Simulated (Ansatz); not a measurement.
## fcc Rh

Computed with PBEsol (plane waves, PAW; Ansatz, a quantum-chemistry and plane-wave program).

Run with plane-wave cutoff 500 eV, 32×32×32 k mesh, Fermi–Dirac smearing 0.1 eV, no spin polarisation, scalar-relativistic PAW data made under PBE.

Cell: relaxed at this level.

```
Item                                Result
---------------------------  -------------
equilibrium volume per atom  13.52 Å³/atom
lattice constant a                 3.782 Å
```

Measured, for comparison: equilibrium volume per atom 13.65 Å³/atom, lattice constant a 3.794 Å (static lattice: zero-point anharmonic expansion removed; as tabulated in Mejia-Rodriguez and Trickey (2018), arXiv:1807.09216). Computed (rounded) less measured: equilibrium volume per atom -1.0 %, lattice constant a -0.3 %.

Static lattice: no zero-point or thermal effects.

Cost on a shared machine: very roughly 80 core-seconds.
